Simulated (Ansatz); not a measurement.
Consider the atomization: `C/C=C/Cl` → 3 C• + Cl• + 5 H•.

Program: Ansatz. Geometries: PBE0-D4/def2-TZVP. ΔE: electronic, gas phase. CCSD(T)/CBS is the MP2 limit (def2-TZVPP, def2-QZVPP) plus CCSD(T) − MP2 in def2-TZVPP, frozen cores. This one scheme is used for every species, atoms too. DFT in def2-TZVPP. No spin–orbit coupling; open shells (•) take unrestricted orbitals. Spin–orbit coupling would lower the free atoms: a little for C, Cl.

| species | r2SCAN0 energy (Eh) |
| --- | --- |
| `C/C=C/Cl` | -577.44425 |
| C• | -37.83406 |
| Cl• | -460.11637 |
| H• | -0.49987 |

(1) Work out ΔE.

Largest T1 diagnostic among the species: 0.010.

Results:

(1) ΔE = 5 × (-0.49987) + 3 × (-37.83406) + (-460.11637) − (-577.44425) = 1.32635 Eh = +36.09 eV. CCSD(T)/CBS gives +36.40 eV.

Leaving LDA and LC-ωPBE aside and taking each functional with its dispersion term where it has one, the values, not all of them listed here, spread over 2.00 eV, from BHLYP-D4 to PBE-D4. LDA lies +4.47 eV from PBE without D4, its usual overbinding. From r2SCAN to r2SCAN0 (25 % exact exchange), in def2-TZVPP and without D4, ΔE moves by −0.48 eV: exact exchange takes away binding that semilocal exchange gives to molecules.

For atomizations the MP2-based limit and the directly extrapolated one differ by several kJ/mol either way, and by 10 to 25 for some Ge, Se and Sn compounds, so smaller differences from it don't rank the levels.
